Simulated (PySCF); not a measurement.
Molecule: SMILES C#CC, C3H4.

Geometry (Å), atoms numbered from 1 in this order:
```xyz
7

C     1.702   -0.088   -0.030
C     0.498   -0.026    0.082
C    -0.947    0.049    0.217
H     2.770   -0.143   -0.129
H    -1.414    0.395   -0.718
H    -1.373   -0.936    0.462
H    -1.234    0.749    1.017
```

Spin–spin couplings on one PBE0-D3(BJ)/def2-SVP geometry, PySCF, gas phase, non-relativistic, equivalent pairs averaged; isotopes ¹³C, ¹H; functional B3LYP.

Reference values (Hz): ¹J(C3,C2) = 67.4 (measured; Jessen and Sauer, arXiv:2312.00705); ¹J(C2,C1) = 175.0 (measured; Jessen and Sauer, arXiv:2312.00705); ²J(C3,C1) = 11.8 (measured; Jessen and Sauer, arXiv:2312.00705); ¹J(C3,H5) = 131.6 (measured; Jessen and Sauer, arXiv:2312.00705); ¹J(C1,H4) = 248.1 (measured; Jessen and Sauer, arXiv:2312.00705).

How do the couplings (Hz) change with the basis set? Times are CPU seconds on shared hosts with different chips, so compare them loosely. Far from the basis limit: 6-31G*, pcJ-0, 6-31G-J, def2-TZVP, cc-pVTZ.

Results:


```tsv
basis set	functions	¹J(C3,C2)	¹J(C2,C1)	²J(C3,C1)	¹J(C3,H5)	¹J(C1,H4)	mean abs. error	core-s
6-31G*	50	80.4	198.5	9.3	150.7	239.3	13.4	2.6
pcJ-0	51	60.5	183.1	0.3	118.6	261.3	10.5	2.5
6-31G-J	52	78.4	210.4	13.6	142.0	284.0	18.9	2.6
def2-TZVP	117	75.3	208.1	14.9	130.2	258.5	11.2	5.8
pcJ-1	121	77.7	213.5	13.4	138.1	272.7	16.3	4
cc-pVTZ	146	67.3	324.1	12.3	121.2	255.6	33.5	7.5
aug-cc-pVTZ-J	218	74.7	206.3	14.2	139.2	279.1	15.9	18
pcJ-2	249	73.6	204.6	14.0	137.7	275.7	14.3	22
```

Errors compare magnitudes, without vibrational corrections, and the largest couplings weigh most in the mean. Closest: pcJ-0; furthest: cc-pVTZ.

The Fermi-contact term samples the wavefunction at the nucleus, which is why sets with added tight s functions (names with J) are made for couplings. Agreement of an ordinary basis with the reference is then largely a cancellation of errors.
